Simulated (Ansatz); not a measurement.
C$_{7}$H$_{16}$ (`CCCCC(C)C`) at its PBE0-D4/def2-TZVP geometry, where that method's forces vanish. The species carries charge 0 and has multiplicity 1.

```
atom    x (Å)    y (Å)    z (Å)
  C1  -1.7365  -1.8974   2.3228
  C2  -1.3185  -0.5480   1.7655
  C3  -0.5054  -0.6585   0.4858
  C4  -0.0839   0.6915  -0.0698
  C5   0.6492   0.6435  -1.4076
  C6   1.9697  -0.1084  -1.3158
  C7   0.8747   2.0512  -1.9398
  H8  -2.3489  -2.4479   1.6029
  H9  -0.8641  -2.5161   2.5516
 H10  -2.3184  -1.7919   3.2413
 H11  -0.7335  -0.0043   2.5166
 H12  -2.2078   0.0643   1.5757
 H13  -1.0932  -1.1947  -0.2706
 H14   0.3764  -1.2791   0.6798
 H15  -0.9768   1.3187  -0.1839
 H16   0.5523   1.2052   0.6639
 H17   0.0043   0.1109  -2.1200
 H18   2.4849  -0.1129  -2.2798
 H19   2.6339   0.3693  -0.5876
 H20   1.8321  -1.1475  -1.0107
 H21   1.5127   2.6236  -1.2585
 H22   1.3652   2.0347  -2.9164
 H23  -0.0684   2.5939  -2.0454
```

**Question.** For each bond, give half the difference of the two atoms' forces along it (eV/Å; positive pushes the atoms apart) under PBE-D4, r2SCAN-D4, B3LYP-D4, ωB97M-V in def2-TZVPP. (Estimate.)

**Answer.** Ansatz gave: 
```json
{"bond": "C1–C2", "length (Å)": "1.519", "PBE-D4": "0.00", "r2SCAN-D4": "0.11", "B3LYP-D4": "0.18", "ωB97M-V": "0.18"}
{"bond": "C1–H10", "length (Å)": "1.092", "PBE-D4": "0.09", "r2SCAN-D4": "-0.04", "B3LYP-D4": "-0.08", "ωB97M-V": "-0.08"}
{"bond": "C2–C3", "length (Å)": "1.520", "PBE-D4": "0.00", "r2SCAN-D4": "0.08", "B3LYP-D4": "0.13", "ωB97M-V": "0.13"}
{"bond": "C2–H11", "length (Å)": "1.096", "PBE-D4": "0.11", "r2SCAN-D4": "-0.04", "B3LYP-D4": "-0.10", "ωB97M-V": "-0.11"}
{"bond": "C2–H12", "length (Å)": "1.096", "PBE-D4": "0.11", "r2SCAN-D4": "-0.04", "B3LYP-D4": "-0.10", "ωB97M-V": "-0.11"}
{"bond": "C3–H14", "length (Å)": "1.096", "PBE-D4": "0.12", "r2SCAN-D4": "-0.05", "B3LYP-D4": "-0.10", "ωB97M-V": "-0.11"}
{"bond": "C4–C5", "length (Å)": "1.526", "PBE-D4": "0.00", "r2SCAN-D4": "0.06", "B3LYP-D4": "0.09", "ωB97M-V": "0.07"}
{"bond": "C4–H15", "length (Å)": "1.097", "PBE-D4": "0.11", "r2SCAN-D4": "-0.04", "B3LYP-D4": "-0.10", "ωB97M-V": "-0.10"}
{"bond": "C5–C6", "length (Å)": "1.522", "PBE-D4": "0.01", "r2SCAN-D4": "0.09", "B3LYP-D4": "0.16", "ωB97M-V": "0.13"}
{"bond": "C5–C7", "length (Å)": "1.522", "PBE-D4": "0.01", "r2SCAN-D4": "0.09", "B3LYP-D4": "0.15", "ωB97M-V": "0.14"}
{"bond": "C6–H18", "length (Å)": "1.093", "PBE-D4": "0.10", "r2SCAN-D4": "-0.04", "B3LYP-D4": "-0.08", "ωB97M-V": "-0.07"}
{"bond": "C6–H20", "length (Å)": "1.092", "PBE-D4": "0.10", "r2SCAN-D4": "-0.04", "B3LYP-D4": "-0.08", "ωB97M-V": "-0.08"}
{"bond": "C7–H21", "length (Å)": "1.095", "PBE-D4": "0.11", "r2SCAN-D4": "-0.03", "B3LYP-D4": "-0.06", "ωB97M-V": "-0.07"}
{"bond": "C7–H22", "length (Å)": "1.093", "PBE-D4": "0.10", "r2SCAN-D4": "-0.04", "B3LYP-D4": "-0.08", "ωB97M-V": "-0.07"}
```

B3LYP here is the variant with VWN-RPA as its local correlation; programs differ in this.
